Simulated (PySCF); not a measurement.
```xyz
3

P     0.0000    0.0000    0.1154
H     0.0000    1.0256   -0.8655
H     0.0000   -1.0256   -0.8655
```

Basis set: cc-pVTZ on H; cc-pV(T+d)Z on P (spherical functions). Left uncorrelated: 5 orbitals. Charge 1, multiplicity 1.

Starred EOM-CCSD(T)(a) on the restricted Hartree–Fock determinant with PySCF 2.14.0; the energies are vertical.

(1) The solver was asked for the few lowest roots only. Give the electron affinities of singlet PH₂(+) among them whose weight of singles is over 0.7 (positive where the electron binds).

## Answers

(1)

| root | energy (eV) | weight of singles |
| --- | --- | --- |
| 1 | 9.75 | 0.97 |
| 2 | 3.98 | 0.96 |

Higher main lines weren't sought.
